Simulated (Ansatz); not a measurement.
```yaml
crystal:
  periodic: [false, false, false]
  atoms:
    - {symbol: C, position_ang: [-0.418941, -0.580804, 1.978818]}
    - {symbol: C, position_ang: [0.094698, -0.718406, 0.559396]}
    - {symbol: O, position_ang: [-0.622202, -1.717576, -0.150378]}
    - {symbol: C, position_ang: [0.086828, 0.608093, -0.185420]}
    - {symbol: C, position_ang: [0.721710, 0.524976, -1.560227]}
    - {symbol: O, position_ang: [0.747374, 1.771487, -2.226741]}
    - {symbol: H, position_ang: [-0.412201, -1.549464, 2.481545]}
    - {symbol: H, position_ang: [0.194717, 0.115057, 2.555514]}
    - {symbol: H, position_ang: [-1.445730, -0.198630, 1.981342]}
    - {symbol: H, position_ang: [1.122933, -1.096506, 0.588877]}
    - {symbol: H, position_ang: [-1.556649, -1.491536, -0.116270]}
    - {symbol: H, position_ang: [0.615250, 1.364546, 0.403778]}
    - {symbol: H, position_ang: [-0.953464, 0.953203, -0.277901]}
    - {symbol: H, position_ang: [1.767448, 0.219916, -1.464523]}
    - {symbol: H, position_ang: [0.216421, -0.239951, -2.161218]}
    - {symbol: H, position_ang: [-0.158179, 2.035578, -2.406602]}
basis:
  gaussian: {orbitals: def2-TZVPP, fitting: {mean_field: cc-pVTZ-jkfit}, final_grid: {core_spheres: 8, valence_spheres: 7, degree: 23}}
hamiltonian: {xc: {name: HF}}
correlation: {active_space: {window: {electrons: 3, orbitals: 2}}}
scf: {lower_state_search: off}
```

```sh
$ ansatz run in.yaml --threads 2 --pin off --events-out ev --progress --plain --max-ram 22528MiB --backend cuda --devices 0, --max-vram 18GiB
```

**Question.** How does Ansatz answer? (Best estimate.)

**Answer.** Computed: The run stopped with an error.
```
Functional definition: HF
  name "HF"
  cite "Fock, Z. Phys. 61, 126 (1930) doi:10.1007/BF01340294"
  parent pbe
  exchange = exact_x
  correlation = 0
these checks for a lower state are left out or cut short: stability, starts, cluster_reference, orbital_swaps, neighbouring_geometries, increment
774 factors; integrals over basis functions are off by at most 6.9e-1 eV
mean field evaluation 1: about -8352.4192 eV, gradient 4.7e1 eV
mean field evaluation 2: about -8356.6304 eV, gradient 2.3e1 eV
mean field evaluation 4: about -8357.5949 eV, gradient 1.4e0 eV
mean field -8357.60010383 eV, -307.1361388308 hartree, gradient 2.8e-6 eV, S^2 0.000000; 0 other end points of the search recorded, 0 dependent functions left out
reference -8357.60010383 eV, -307.1361388308 hartree; 25, 25 occupied and 301, 301 virtual orbitals, 774 factors
Error: 3 electrons in 2 orbitals form no window around the highest filled level of the reference
```
